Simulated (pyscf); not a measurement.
6 gas-phase steps of one pattern: four-centre exchange on the doublet surface, Ge–O + H–H or H–H + O–Si broken and Ge–H + H–O or H–O + H–Si formed. Optimised with ωB97X-D3(BJ)/def2-SVP in PySCF. Electronic energies in kJ/mol, from the separated reactants; ΔE‡ at ωB97M-D3(BJ)/def2-TZVP, beside the barrier at PBE/def2-TZVP on the same structures. Rows were drawn at random from the steps of this pattern with a verified saddle, stable references and no exit in the data more than 5 kcal/mol lower.

```
row                                          step  ΔE‡(PBE)    ΔE‡
---  --------------------------------------------  --------  -----
1                HO–GeH•–Cl + H₂ → Cl–GeH₂• + H₂O     128.7      ?
2                HO–SiH•–Cl + H₂ → •H₂Si–Cl + H₂O     164.7  186.5
3           HO–Si•(Cl)–Cl + H₂ → Cl–SiH•–Cl + H₂O     155.9  178.2
4        HO–SiH•–O–SiH₃ + H₂ → •H₂Si–O–SiH₃ + H₂O     191.1  217.4
5    HO–SiH•–O–SiH₂–F + H₂ → F–SiH₂–O–SiH₂• + H₂O     190.8  219.4
6               HO–Si•(F)–F + H₂ → F–SiH•–F + H₂O     185.2  212.9
```

Problem. From a straight line through the complete rows, estimate the missing barrier and say how far the line can be trusted.

Solution. Over the 5 complete rows the means are +177.5 (ΔE‡(PBE)) and 202.9 (ΔE‡); least squares gives b = 1.18 and a = -6.6 kJ/mol, with residuals of 1.1 kJ/mol (root mean square; largest 1.5, row 4). For row 1: -6.6 + 1.18 × (+128.7) = 145.3 kJ/mol, an extrapolation. The computed barrier is 154.0 kJ/mol, 8.7 over the line. The line follows the complete rows closely but misses this one by more than their scatter. Each barrier is that of the saddle found. Elements up to Kr have no core potential and no relativistic terms here.
